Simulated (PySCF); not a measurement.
CH6Si, SMILES C[SiH3], B3LYP/def2-SVP optimised geometry.

```
8

Si    -0.88    -0.18     0.00
C      1.01    -0.18     0.00
H     -1.40    -0.88    -1.21
H     -1.40     1.21     0.00
H     -1.40    -0.88     1.21
H      1.40    -1.21     0.00
H      1.40     0.33     0.89
H      1.40     0.33    -0.89
```

Density from B3LYP/def2-TZVP (PySCF) at that geometry.

Minimum of the electron density along straight lines between bonded atoms, close to the bond critical point (lines longer than 1.1 times the sum of covalent radii, or with two minima, are not listed):

| bond | length / Å | ρ at the minimum / e bohr⁻³ | ∇²ρ there / e bohr⁻⁵ | position (fraction from the first atom) |
|---|---|---|---|---|
| Si1–C2 | 1.888 | 0.119 | ? | 0.39 |
| Si1–H3 | 1.494 | 0.119 | 0.14 | 0.49 |
| Si1–H4 | 1.494 | 0.119 | 0.14 | 0.49 |
| Si1–H5 | 1.494 | 0.119 | 0.14 | 0.49 |
| C2–H6 | 1.102 | 0.268 | -0.88 | 0.64 |
| C2–H7 | 1.102 | 0.268 | -0.88 | 0.64 |
| C2–H8 | 1.102 | 0.268 | -0.88 | 0.64 |

Question: What belongs in the gaps?

Answer: 
- Si1–C2, ∇²ρ there / e bohr⁻⁵: 0.15
